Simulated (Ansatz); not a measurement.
A made-up structure of CHOSi, doublet:

```
4
angstrom
C 1.2535 -1.3564 1.1271
Si 0.4633 -0.3088 0.3772
O -0.8170 0.3060 -0.6166
H -0.8906 1.2427 -0.8577
```

It is relaxed with PBE-D4/def2-SVP and then PBE0-D4/def2-TZVP (Ansatz 0.2.0). Atoms count as bonded within 1.22 times the sum of their covalent radii (H–H: 0.88 Å). The end point is not checked to be a true minimum.

Does its bonding change? (Judge from chemistry; the calculation decides.)

The calculation gives: No: no bond forms or breaks.

Where it ends: The first stage lowers the energy by 1.28 eV in 11 steps. It ends as CHOSi ([C][Si][OH]):
| atom | x (Å) | y (Å) | z (Å) |
| --- | --- | --- | --- |
| C1 | 0.8820 | -0.8584 | 1.3929 |
| Si2 | 0.5856 | -0.6837 | -0.4184 |
| O3 | -0.5175 | 0.4600 | -0.8226 |
| H4 | -0.9410 | 0.9656 | -0.1220 |

Labels in which every atom is bracketed show which atoms are joined, not bond orders.

For scale, one of the runs: PBE0-D4/def2-TZVP relaxation, 105 basis functions, launched by `ansatz run in.yaml --threads 2 --pin off --events-out ev --progress --plain --max-ram 4352MiB`. The run took about 49 s on 2 CPU threads of an Arm Neoverse V2 (shared host).
